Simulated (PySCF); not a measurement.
Molecule: `S=C=S`, CS$_{2}$.

Geometry (Å), atoms numbered from 1 in this order:
```xyz
3

S    -1.560    0.123    0.007
C    -0.005    0.071   -0.007
S     1.549    0.019   -0.021
```

Geometry PBE0-D3(BJ)/def2-SVP throughout; GIAO in PySCF 2.14.0 with density-fitted response routines, gas phase, one conformer, non-relativistic; equivalent atoms averaged; functional PBE0.

Q: How do the absolute shieldings σ depend on the basis set? (ppm; last column core-seconds on shared hosts with different chips, so compare them loosely)

A: 
```
    basis set  functions  S1/S3     C2  core-s
       STO-3G         23  624.8   72.8    0.72
        6-31G         35  540.7   -3.7     1.6
     pcSseg-0         35  515.5  -26.5     1.3
       6-31G*         50  545.9    1.1     1.9
     def2-SVP         50  567.5   -4.0     1.6
      cc-pVDZ         50  549.0   -2.4       2
     pcSseg-1         65  495.7  -23.3       3
  aug-cc-pVDZ         77  557.8   -3.3     2.7
6-311+G(2d,p)         97  507.2  -17.8       3
      cc-pVTZ         98  524.9  -19.3     3.5
    def2-TZVP        105  492.2  -21.1     3.4
     pcSseg-2        122  502.9  -30.2       3
     IGLO-III        123  518.7  -27.4     3.6
     pcSseg-3        224  503.5  -31.0      11
```

Q: Which nucleus moves most, in ppm?

A: S1/S3 (thione sulfur): from 492.2 ppm with def2-TZVP to 624.8 ppm with STO-3G. The smallest spread is 103.8 ppm, at C2.

Q: Taking the largest basis, pcSseg-3 (224 functions), as the yardstick, rank the others by their worst heavy-atom deviation.

A: pcSseg-2 0.8 ppm (122 functions), pcSseg-1 7.8 ppm (65 functions), def2-TZVP 11.3 ppm (105 functions), pcSseg-0 12.0 ppm (35 functions), 6-311+G(2d,p) 13.2 ppm (97 functions), IGLO-III 15.2 ppm (123 functions), cc-pVTZ 21.3 ppm (98 functions), 6-31G 37.2 ppm (35 functions), 6-31G* 42.4 ppm (50 functions), cc-pVDZ 45.5 ppm (50 functions), aug-cc-pVDZ 54.3 ppm (77 functions), def2-SVP 64.0 ppm (50 functions), STO-3G 121.3 ppm (23 functions).

A small basis that lands close on one nucleus may do so by chance; judge by the trend and by all nuclei.
